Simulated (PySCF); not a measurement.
# BClS (Chlorothioborine): the cost of one run

Programs: PySCF 2.14.0, with density-fitted response routines of our own. Each step states its level of theory. These are calculated values for one molecule, in the gas phase or a continuum, unless marked as measured. Atoms are numbered from 0 throughout.

**1. The starting structure**

3 atoms, charge 0, multiplicity 1; geometry from: GFN2-xTB. The atoms were then displaced at random by about 0.01 Å, so the start is not that level's minimum.

Bonds of the start (Å): S0–B1 1.58, B1–Cl2 1.62.

**2. Relaxing the molecule at PBE0-D3(BJ)/def2-TZVP**

What the job is given:

```
{"job": {"xc": "PBE0", "basis": "def2-TZVP", "d3": "d3bj", "grid": 2, "shake": 0.01, "kind": "geom"}, "charge": 0, "multiplicity": 1}
S     -1.594420     0.135780    -0.002080
B     -0.010910     0.098470    -0.006350
Cl     1.611340     0.041220    -0.010750
```

Started as:

```bash
$ OMP_NUM_THREADS=1 python probes_run.py task.json out
```

The driver reads the jobs from task.json and runs them one after another.

**Question.** How long does this first job take on 1 thread of Arm Neoverse N1, shared host, and how much memory does it need?

About 20 s, with a peak of 0.39 GiB.
